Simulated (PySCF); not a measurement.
Species: H2O3P (charge -1).
Numbering: `[O:1]=[P@H:2]([O-:3])[OH:4]` (hydrogens: H5 on P2; H6 on O4)

Torsions of this conformer, `[O:1]=[P@H:2]([O-:3])[OH:4]`: H–O4–P2–O1 136°.

The closed-shell ground state was solved at several levels (PySCF, density fitting, gas phase, non-relativistic). One conformer (not necessarily the lowest) at the PBE0-D3(BJ)/def2-SVP geometry, without solvent, vibrations or thermal averaging. No diffuse functions stand in pcSseg-1 and pcSseg-2, which bears on an anion's orbital energies.

| level | basis functions | total energy (Eh) | HOMO (eV) | LUMO (eV) | gap (eV) |
| --- | --- | --- | --- | --- | --- |
| wB97X-D/def2-SVPD | 109 | -568.0253 | -4.49 | 6.35 | 10.84 |
| B3LYP/pcSseg-2 | 179 | -568.5305 | -2.17 | 4.84 | 7.01 |

(1) Estimate the row for PBE0/pcSseg-1, a basis of 85 functions; the other rows only guide the guess.

(2) Over all these levels, which gives the widest orbital gap and which the narrowest?

Answers

(1) Total energy -567.9504 Eh, HOMO -1.95 eV, LUMO 6.45 eV, gap 8.40 eV.

(2) wB97X-D/def2-SVPD (range-separated hybrid) has the widest, 10.84 eV, and B3LYP/pcSseg-2 (global hybrid, 20 % exact exchange) the narrowest, 7.01 eV. Functional and basis both differ between the two, so the spread mixes both effects.

wB97X-D is run here without its empirical dispersion term; that term would change no orbital, density or response property at a fixed geometry.
